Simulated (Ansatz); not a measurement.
Take a crystal in which Pb has been replaced by Sn on all its sites, with the cell rescaled by a rough guess (in some cases also distorted within its space group) and nothing relaxed:

```
Cd Sn S
1.0
     4.00885    0.00000    0.00000
     0.00000    4.00885    0.00000
     0.00000    0.00000    5.50489
Cd Sn S
1 1 2
Direct
  0.00000 0.00000 0.00000
  0.50000 0.50000 0.50000
  0.00000 0.00000 0.50000
  0.50000 0.50000 0.00000
```

Computed with DFT PBEsol, scalar-relativistic, plane waves, PAW (Ansatz 0.2.0).

Plane waves to 420 eV, a k mesh through Γ of 10×10×8 on the computed 4-atom cell and Gaussian smearing (0.10 eV); no spin polarisation.

Problem. Will this cell want to expand or contract, and how hard?

Solution. The pressure is -1.6 GPa (positive in compression), so the cell would contract.

Problem. Is it a metal on this mesh?

Solution. Yes, a band crosses the Fermi level.

Problem. What is its energy against the elements in their standard states?

Solution. -0.473 eV/atom at this unrelaxed geometry, with the elements in the same functional.

Closed-shell ions balance this formula, so the missing gap can be the error of a semilocal functional.